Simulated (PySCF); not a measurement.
## Magnesium: a sound run and one with changed settings

Sound run: Mg [Ne] 3s2, Mg⁺ [Ne] 3s1. Calculation: PySCF 2.14, in x2c-TZVPall; scalar relativity by spin-free X2C-1e. In the sound run the correlated levels freeze [Ne]. The sound run starts from symmetry-adapted Hartree-Fock orbitals and uses a fine grid where one is needed.

Changed run: no relativity, point nucleus. This setting is unsound on purpose.

```csv
species,method,sound run (hartree),changed run (hartree),converged
Mg,UHF,-199.91293,-199.56976,yes
Mg,B3LYP,-200.40233,-200.05914,yes
Mg,r2SCAN,-200.34270,-199.99943,yes
Mg,MP2,-199.93462,-199.59145,yes
Mg,CCSD(T),-199.94559,-199.60244,yes
Mg⁺,UHF,-199.66962,-199.32687,yes
Mg⁺,B3LYP,-200.11735,-199.77466,yes
Mg⁺,r2SCAN,-200.07162,-199.72882,yes
```

Ionisation energy of Mg:

```tsv
method	sound run (eV)	changed run (eV)
UHF	6.621	6.609
B3LYP	7.755	7.741
r2SCAN	7.377	7.363
MP2	7.211	7.199
SCS-MP2	7.329	7.317
CCSD	7.510	7.499
CCSD(T)	7.510	7.499
CCSDT	7.510	7.499
FCI	7.510	7.499
```

Most of the change in total energy is the relativistic energy itself. On top of that the contraction fixes the core shape for the Hamiltonian it was made with, so the changed run is not a good calculation with the other Hamiltonian either.

For comparison, NIST gives 7.646 eV between the lowest levels.
